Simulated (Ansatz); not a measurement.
For rock-salt SnTe (cubic form, which distorts at low temperature), LDA (PAW; Ansatz, a quantum-chemistry and plane-wave program) gives:

| Quantity | Result |
|---|---|
| lattice constant a | 6.235 Å |
| formation enthalpy | -0.272 eV/atom |

Task: What does r²SCAN-D4 (Ansatz, plane waves, PAW) give for the same quantities?

Result: 
- lattice constant a: 6.339 Å (grows by 1.7 %)
- formation enthalpy: -0.322 eV/atom (moves by -0.050 eV/atom)

For comparison: lattice constant a 6.316 Å (measured, room temperature, not corrected to a static lattice; as tabulated in Maiti et al. (2022), arXiv:2109.01420); formation enthalpy -0.315 ± 0.004 eV/atom (measured, 298 K, copied from a table, unchecked, no zero-point or thermal correction; as tabulated in Wang et al. (2021), doi:10.1038/s41598-021-94550-5).

Changes are worked out from the printed values.

Unless a cell is named, each level is at its own relaxed cell (LDA 30.30, r²SCAN-D4 31.84 Å³/atom).

Levels without +SOC leave out spin–orbit coupling, which shifts energies and cells of such heavy elements.

Caveats: symmetry holds this phase in the static calculation, where it need not be a minimum (LDA, r²SCAN-D4). Ansatz's density-functional and Hartree–Fock values are scalar-relativistic unless marked +SOC, with PAW data made under PBE.
